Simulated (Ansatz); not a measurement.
Grey tin (α-Sn), treated with B3LYP (VWN-RPA form) (PAW; Ansatz, a quantum-chemistry and plane-wave program).

Settings: plane-wave cutoff 460 eV, 8×8×8 k mesh, Fermi–Dirac smearing 0.01 eV, scalar-relativistic PAW data made under PBE.

Equation-of-state points:

```tsv
V (Å³/atom)	E − E_lowest (meV/atom)	P (GPa)
35.117	14.02	2.360
36.224	2.61	0.984
36.919	0.00	0.236
38.081	2.33	-0.844
39.010	9.39	-1.573
```

**Question.** Estimate the bulk modulus from the pressures at 36.919 and 38.081 Å³/atom, and compare it with a fit to all energies.

**Answer.** B = −V dP/dV. Between V = 36.919 and 38.081 Å³/atom, dP/dV = (-0.844 − (0.236))/(38.081 − 36.919) = -0.929 GPa per Å³/atom; at the midpoint 37.500 Å³/atom this gives B ≈ 34.9 GPa. The third-order Birch–Murnaghan fit gives V0 = 37.155 Å³/atom, B0 = 36.4 GPa, B′ = 5.0, which lies 4 % above that estimate.

Measured, for comparison: bulk modulus 42.8 GPa (0 K value with the zero-point phonon effect removed; as tabulated in Mejia-Rodriguez and Trickey (2018), arXiv:1807.09216); equilibrium volume per atom 33.97 Å³/atom (static lattice: zero-point anharmonic expansion removed; as tabulated in Mejia-Rodriguez and Trickey (2018), arXiv:1807.09216). Computed (rounded) less measured: bulk modulus -15 %, equilibrium volume per atom +9.4 %.

Spin–orbit coupling is not included; it can open a gap where bands touch, and shift volumes and moduli.

Computed values are for the static lattice.
